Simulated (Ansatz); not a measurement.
System: bcc Cs. Method: PBE0-D3(BJ) in Ansatz (plane waves, PAW).

Settings: plane-wave cutoff 460 eV, 8×8×8 k mesh, Fermi–Dirac smearing 0.05 eV, scalar-relativistic PAW data made under PBE.

Results at a series of volumes:

| V (Å³/atom) | E − E_lowest (meV/atom) | P (GPa) |
|---|---|---|
| 109.172 | 2.35 | 0.131 |
| 112.298 | 0.52 | 0.059 |
| 115.387 | 0.00 | -0.004 |
| 118.057 | 0.48 | -0.052 |
| 120.936 | 1.84 | -0.099 |

Q: What bulk modulus B0 and pressure derivative B′ does a third-order Birch–Murnaghan fit give?

A: V0 = 115.183 Å³/atom, B0 = 2.22 GPa, B′ = 3.6 (fit to the energies at full precision).

Measured, for comparison: bulk modulus 2.11 GPa (corrected for temperature and zero-point phonon effects, our sources range from 2.11 to 2.35; as tabulated in Levämäki et al. (2014), arXiv:1402.3671); equilibrium volume per atom 110.12 Å³/atom (low-temperature or extrapolated to 0 K; zero-point anharmonic expansion removed; as tabulated in Csonka et al. (2009), arXiv:0903.4037). Computed (rounded) less measured: bulk modulus +5 % (inside the range of the sources held), equilibrium volume per atom +4.6 %.

Spin–orbit coupling is not included.

Static lattice: no zero-point or thermal effects.

It cost about 18 core-minutes (a rough figure) of CPU time.

Ansatz is a program for electronic structure.
